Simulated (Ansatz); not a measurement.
Relaxation of C$_{3}$H$_{7}$NO (12 atoms, charge 0, multiplicity 1), to a largest force component of 0.02 eV/Å in at most 40 steps.

The calculation used RHF/6-31G* (Ansatz 0.2.0).

```xyz
12
Properties=species:S:1:pos:R:3:forces:R:3
C -0.192 -0.298 -2.820 0.12 0.11 0.03
O 0.255 0.931 -2.322 0.14 -0.36 0.90
H -0.457 -0.145 -3.865 0.03 -0.11 0.20
H -1.075 -0.659 -2.284 0.17 0.03 -0.16
H 0.587 -1.070 -2.767 -0.26 0.19 -0.04
H 0.430 0.826 -1.374 -0.22 0.20 -1.25
C 0.006 -0.003 3.048 -0.15 -0.20 1.27
C 0.216 0.217 1.648 0.37 0.35 -2.66
N 0.376 0.380 0.528 -0.16 -0.24 1.67
H 0.489 -0.933 3.345 -0.16 0.24 0.02
H 0.430 0.823 3.617 -0.12 -0.22 -0.05
H -1.063 -0.068 3.245 0.24 -0.01 0.07
```

Problem. Where does it end, and by what steps?

Solution. The run converged. The force dipped under the threshold on the way, but the program's further checks kept it going. After 13 steps the energy has fallen by 0.087 eV; H4 moved furthest, 0.44 Å.

```json
{"step": "0", "energy less start (eV)": "0.0000", "largest force component (eV/Å)": "2.661", "accepted": "yes"}
{"step": "1", "energy less start (eV)": "-0.0773", "largest force component (eV/Å)": "0.493", "accepted": "yes"}
{"step": "2", "energy less start (eV)": "-0.0838", "largest force component (eV/Å)": "0.130", "accepted": "yes"}
{"step": "3", "energy less start (eV)": "-0.0844", "largest force component (eV/Å)": "0.048", "accepted": "yes"}
{"step": "4", "energy less start (eV)": "-0.0849", "largest force component (eV/Å)": "0.083", "accepted": "yes"}
{"step": "5", "energy less start (eV)": "-0.0852", "largest force component (eV/Å)": "0.158", "accepted": "yes"}
{"step": "6", "energy less start (eV)": "-0.0857", "largest force component (eV/Å)": "0.075", "accepted": "yes"}
{"step": "7", "energy less start (eV)": "-0.0860", "largest force component (eV/Å)": "0.002", "accepted": "yes"}
{"step": "8", "energy less start (eV)": "-0.0862", "largest force component (eV/Å)": "0.013", "accepted": "yes"}
{"step": "9", "energy less start (eV)": "-0.0853", "largest force component (eV/Å)": "0.189", "accepted": "no"}
{"step": "10", "energy less start (eV)": "-0.0864", "largest force component (eV/Å)": "0.040", "accepted": "yes"}
{"step": "11", "energy less start (eV)": "-0.0865", "largest force component (eV/Å)": "0.034", "accepted": "yes"}
{"step": "12", "energy less start (eV)": "-0.0866", "largest force component (eV/Å)": "0.023", "accepted": "yes"}
{"step": "13", "energy less start (eV)": "-0.0866", "largest force component (eV/Å)": "0.004", "accepted": "yes"}
```

```xyz
12
Properties=species:S:1:pos:R:3
C -0.164 -0.287 -2.999
O 0.270 0.916 -2.443
H -0.155 -0.172 -4.075
H -1.178 -0.539 -2.693
H 0.487 -1.119 -2.740
H 0.269 0.834 -1.497
C 0.065 0.004 3.233
C 0.104 0.173 1.776
N 0.135 0.305 0.650
H 0.596 -0.898 3.511
H 0.532 0.854 3.712
H -0.962 -0.072 3.565
```

Whether the end is a true minimum wasn't checked by a vibrational analysis.

Time of the run: 25 s on 1 thread of Arm Neoverse V1, on a shared host, peak memory 0.15 GiB.
